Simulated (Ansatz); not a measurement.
Input for Ansatz (a quantum-chemistry and plane-wave program): R-PBE/def2-TZVPPD on C2H2 (SMILES C#C). Files ending in .json are basis or fitting sets from the Basis Set Exchange.

Ansatz 0.2 input:
```yaml
crystal:
  periodic: [false, false, false]
  atoms:
    - {symbol: H, position_ang: [-0.00000000, -1.66786500, -1.75000000]}
    - {symbol: H, position_ang: [0.00000000, 1.66786500, -1.75000000]}
    - {symbol: C, position_ang: [-0.00000000, -0.60339700, -1.75000000]}
    - {symbol: C, position_ang: [0.00000000, 0.60339700, -1.75000000]}
basis:
  gaussian:
    orbitals: def2-TZVPPD.json
hamiltonian:
  xc: {name: PBE}
scf: {lower_state_search: off}
```

Program output:

```
Functional definition: PBE
[...]
these checks for a lower state are left out or cut short: stability, starts, cluster_reference, orbital_swaps, neighbouring_geometries, increment
integrals: 0.01 GiB planned
466 factors; their error is unknown
mean field: 0.21 GiB planned
mean field evaluation 1: about -2096.0899 eV, gradient 4.9e1 eV
mean field evaluation 2: about -2090.0870 eV, gradient 6.7e1 eV
mean field evaluation 4: about -2102.1607 eV, gradient 5.4e-1 eV
mean field evaluation 8: about -2102.1466 eV, gradient 5.9e-3 eV
mean field -2102.14663344 eV, -77.2524638928 hartree, gradient 7.0e-6 eV, S^2 0.000000; 0 other end points of the search recorded, 0 dependent functions left out
reference -2102.14666212 eV, -77.2524649468 hartree; 7, 7 occupied and 101, 101 virtual orbitals, 466 factors
Total energy: -2102.14666212 eV, -77.2524649468 hartree
Checks for a lower state left out: stability, starts, cluster_reference, orbital_swaps, neighbouring_geometries, increment
```

The run converged.

Cost: about 0.6 core-seconds (a rough figure).
